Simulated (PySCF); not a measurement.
**One shape, several levels: triplet SO2F2**

Aim: a comparison of 6 runs (U-r2SCAN/6-311+G**, U-revPBE/6-311+G**, UB3LYP/6-311+G**, UM06-L/6-311+G**, USVWN5/6-311+G**, UTPSS/6-311+G**) of triplet SO2F2. Input form: a Python script.

Program for the calculation: PySCF 2.14.0.

1 further run of the same task is left out (set aside as unsound or not needed).

## (1) The molecule

SO2F2 has 5 atoms, charge 0, and is taken as a triplet. As SMILES of the parent species, `O=S(=O)(F)F`. The shape is that of a PBE0-D4/def2-TZVP optimisation. That shape belongs to the parent species and isn't relaxed for this state.

Bond lengths: O1–S2 1.404 Å, S2–O3 1.404 Å, S2–F4 1.539 Å, S2–F5 1.539 Å. Angles: O1–S2–O3 124.9°, O1–S2–F4 108.1°, O1–S2–F5 108.1°, O3–S2–F4 108.1°, O3–S2–F5 108.1°, F4–S2–F5 95.6°.

## (2) A single-point energy at U-r2SCAN/6-311+G(d,p) (run 1)

Input file job.py:

```python
from pyscf import gto, dft

mol = gto.Mole()
mol.atom = '''
O     -0.733592    -0.285538     2.686624
S      0.133982    -0.183114     0.181225
O      2.134635    -1.629322    -0.791228
F     -2.155989    -0.505691    -1.582457
F      0.620964     2.603665    -0.493974
'''
mol.max_memory = 1860
mol.spin = 2
mol.unit = 'bohr'
mol.basis = '6-311+g**'
mol.verbose = 4
mol.charge = 0
mol.build()

myscf = dft.UKS(mol)
myscf.xc = 'r2scan'
myscf.conv_tol = 1e-10
myscf.grids.level = 5
myscf.kernel()
if not myscf.converged:
    myscf = myscf.newton().run(myscf.mo_coeff, myscf.mo_occ)

etot = myscf.e_tot
print('Final energy', etot)
```

Launch:

```sh
OMP_NUM_THREADS=1 python job.py
```

Log:

```text
PySCF version 2.14.0

[INPUT] num. atoms = 5
[INPUT] num. electrons = 50
[INPUT] charge = 0
[INPUT] spin (= nelec alpha-beta = 2S) = 2
[INPUT] symmetry False subgroup None
[INPUT] Mole.unit = bohr
[INPUT] Symbol           X                Y                Z      unit          X                Y                Z       unit  Magmom
[INPUT]  1 O     -0.388200168513  -0.151100202452   1.421700195111 AA   -0.733592000000  -0.285538000000   2.686624000000 Bohr   0.0
[INPUT]  2 S      0.070900221073  -0.096899755800   0.095900140049 AA    0.133982000000  -0.183114000000   0.181225000000 Bohr   0.0
[INPUT]  3 O      1.129600195632  -0.862200071651  -0.418699826242 AA    2.134635000000  -1.629322000000  -0.791228000000 Bohr   0.0
[INPUT]  4 F     -1.140900245794  -0.267600152967  -0.837400181661 AA   -2.155989000000  -0.505691000000  -1.582457000000 Bohr   0.0
[INPUT]  5 F      0.328599997602   1.377800182870  -0.261399783587 AA    0.620964000000   2.603665000000  -0.493974000000 Bohr   0.0

[... 44 lines left out ...]
[... the frontier-level lines of each cycle are left out ...]
[... 11 lines left out ...]
[... 11 lines left out ...]
[... 11 lines left out ...]
[... 11 lines left out ...]
[... 11 lines left out ...]
[... 5 lines left out ...]

cycle= 12 E= -747.911566779392  delta_E= -2.45e-07  |g|= 9.4e-05  |ddm|= 0.00546


cycle= 13 E= -747.911566783335  delta_E= -3.94e-09  |g|= 1.84e-05  |ddm|= 0.000599


cycle= 14 E= -747.911566783472  delta_E= -1.37e-10  |g|= 7.41e-06  |ddm|= 7.95e-05


cycle= 15 E= -747.911566783493  delta_E= -2.05e-11  |g|= 2.43e-06  |ddm|= 4.07e-05


Extra cycle  E= -747.911566783482  delta_E= 1.07e-11  |g|= 6.09e-06  |ddm|= 4.02e-05
converged SCF energy = -747.911566783482  <S^2> = 2.0090417  2S+1 = 3.0060217
Final energy -747.911566783482
```

Wall time 62 s (1 thread of Intel Xeon at 2.60GHz (Ice Lake), shared host); peak memory 0.7 GiB.

## (3) A single-point energy at U-revPBE/6-311+G(d,p) (run 2)

Input file job.py:

```python
from pyscf import gto, dft

mol = gto.M(
    atom='''
O     -0.733592    -0.285538     2.686624
S      0.133982    -0.183114     0.181225
O      2.134635    -1.629322    -0.791228
F     -2.155989    -0.505691    -1.582457
F      0.620964     2.603665    -0.493974
''',
    charge=0,
    verbose=3,
    spin=2,
    basis='6-311+g**',
    unit='bohr',
    max_memory=1860,
)

myscf = dft.UKS(mol, xc='revpbe')
myscf.grids.level = 5
myscf.conv_tol = 1e-10
myscf.kernel()
if not myscf.converged:
    myscf = myscf.newton().run(myscf.mo_coeff, myscf.mo_occ)

etot = myscf.e_tot
print('E = %.10f Eh' % etot)
```

Launch:

```sh
OMP_NUM_THREADS=1 python job.py
```

Log:

```text
WARN: HOMO -0.0555485541849378 >= LUMO -0.405428105644001

WARN: HOMO -0.122934770099607 >= LUMO -0.300705951133003

WARN: HOMO -0.0860174949775505 >= LUMO -0.368606117224426

WARN: HOMO -0.0871616023481435 >= LUMO -0.353308702913293

WARN: HOMO -0.0879662679365911 >= LUMO -0.356033520744425

WARN: HOMO -0.0843271084578223 >= LUMO -0.352029163446844

WARN: HOMO -0.0858051221860119 >= LUMO -0.353825944351252

WARN: HOMO -0.0859599129941497 >= LUMO -0.35396748618023

WARN: HOMO -0.0856811252548781 >= LUMO -0.353449895230789

WARN: HOMO -0.0857345552881089 >= LUMO -0.353431216177109

WARN: HOMO -0.0857414873087805 >= LUMO -0.353430006576508

WARN: HOMO -0.0857231621039452 >= LUMO -0.353406806442245

WARN: HOMO -0.0857241742308688 >= LUMO -0.353409829825988

WARN: HOMO -0.0857246273647975 >= LUMO -0.35341096313359

WARN: HOMO -0.0857251747542138 >= LUMO -0.35341097838523

WARN: HOMO -0.0857246510567769 >= LUMO -0.353410549421678

converged SCF energy = -747.911159457607  <S^2> = 2.0038489  2S+1 = 3.0025649
E = -747.9111594576 Eh
```

Wall time 32 s (1 thread of Intel Xeon at 2.60GHz (Ice Lake), shared host); peak memory 0.68 GiB.

Runs 3 to 5 aren't shown in full; the table further down has their settings and results.

## (4) A single-point energy at UTPSS/6-311+G(d,p) (run 6)

Input file calc.py:

```python
from pyscf import gto, dft

mol = gto.M(
    atom='''
O       -0.388200      -0.151100       1.421700
S        0.070900      -0.096900       0.095900
O        1.129600      -0.862200      -0.418700
F       -1.140900      -0.267600      -0.837400
F        0.328600       1.377800      -0.261400
''',
    charge=0,
    max_memory=1860,
    basis='6-311+g**',
    verbose=3,
    spin=2,
)

mf = dft.UKS(mol, xc='tpss')
mf.conv_tol = 1e-10
mf.grids.level = 5
mf.kernel()
if not mf.converged:
    mf = mf.newton().run(mf.mo_coeff, mf.mo_occ)

e_final = mf.e_tot
print('Final energy', e_final)
```

Launch:

```sh
OMP_NUM_THREADS=1 python calc.py
```

Log:

```text
WARN: HOMO -0.0553981095839293 >= LUMO -0.413632232952958

WARN: HOMO -0.112928152648964 >= LUMO -0.293642731527258

WARN: HOMO -0.0827176564723981 >= LUMO -0.365835215300562

WARN: HOMO -0.0854303093638067 >= LUMO -0.350342331883808

WARN: HOMO -0.0873216401279782 >= LUMO -0.35342903980863

WARN: HOMO -0.0833750143921665 >= LUMO -0.348700235648492

WARN: HOMO -0.0848256165433603 >= LUMO -0.350305287798092

WARN: HOMO -0.0849899019252911 >= LUMO -0.350422526732931

WARN: HOMO -0.0847492945851058 >= LUMO -0.349892054592158

WARN: HOMO -0.0847950643861529 >= LUMO -0.349849189899633

WARN: HOMO -0.0847787618177492 >= LUMO -0.349830278269624

WARN: HOMO -0.0847807551253135 >= LUMO -0.349832946501376

WARN: HOMO -0.0847821531796093 >= LUMO -0.349834298548185

WARN: HOMO -0.0847829999683092 >= LUMO -0.349834964044307

WARN: HOMO -0.0847830591453844 >= LUMO -0.349834728134671

converged SCF energy = -748.142645650369  <S^2> = 2.0054015  2S+1 = 3.0035989
Final energy -748.1426456503693
```

Wall time 60 s (1 thread of Intel Xeon at 2.60GHz (Ice Lake), shared host); peak memory 0.7 GiB.

## (5) The series

| run | level | energy (Eh) | dipole moment (D) | HOMO energy (eV) | ⟨S²⟩ | wall time |
| --- | --- | --- | --- | --- | --- | --- |
| 1 | U-r2SCAN/6-311+G** | -747.911567 | 0.07 | -2.35 | 2.009 | 62 s |
| 2 | U-revPBE/6-311+G** | -747.911159 | 0.01 | -2.33 | 2.004 | 32 s |
| 3 | UB3LYP/6-311+G** | -748.084673 | 0.11 | -3.20 | 2.011 | 37 s |
| 4 | UM06-L/6-311+G** | -748.023222 | 0.15 | -1.65 | 2.009 | 78 s |
| 5 | USVWN5/6-311+G** | -744.454368 | 0.01 | -2.59 | 2.002 | 18 s |
| 6 | UTPSS/6-311+G** | -748.142646 | 0.04 | -2.31 | 2.005 | 60 s |

## (6) Summary of results

| quantity | value |
| --- | --- |
| run 6: total energy | -748.14265 Eh |
| run 6: dipole moment | 0.04 D |
| run 6: HOMO energy (highest over α and β) | -2.31 eV |
| run 6: ⟨S²⟩ | 2.005 |

In words: The dipole moment (its size) runs from 0.01 D (U-revPBE/6-311+G**) to 0.15 D (UM06-L/6-311+G**). Totals of different functionals can't be ranked against each other. All runs together took 4.8 min, the longest 78 s.
